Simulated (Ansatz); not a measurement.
We consider fcc Ni, described by r²SCAN (PAW; Ansatz, a program for electronic structure).

Run with plane-wave cutoff 500 eV, 36×36×36 k mesh, Fermi–Dirac smearing 0.1 eV, spin-polarised with parallel moments, scalar-relativistic PAW data made under PBE.

Cell (relaxed at this level):

```cif
data_Ni
_chemical_formula_sum 'Ni1'
_space_group_name_H-M_alt 'P 1'
_space_group_IT_number 1
_cell_length_a 2.46012
_cell_length_b 2.46012
_cell_length_c 2.46012
_cell_angle_alpha 60.000
_cell_angle_beta 60.000
_cell_angle_gamma 60.000
loop_
_space_group_symop_operation_xyz
  'x, y, z'
loop_
_atom_site_label
_atom_site_type_symbol
_atom_site_fract_x
_atom_site_fract_y
_atom_site_fract_z
_atom_site_occupancy
Ni1 Ni 0.00000 0.00000 0.00000 1
```

Task: What does this level give for the magnetic moment per atom (the cell's total over its atoms)?

Result: 
- magnetic moment per atom (the cell's total over its atoms): 0.73 μB

Moments are spin moments.

The computed numbers hold no vibrational or temperature effects.
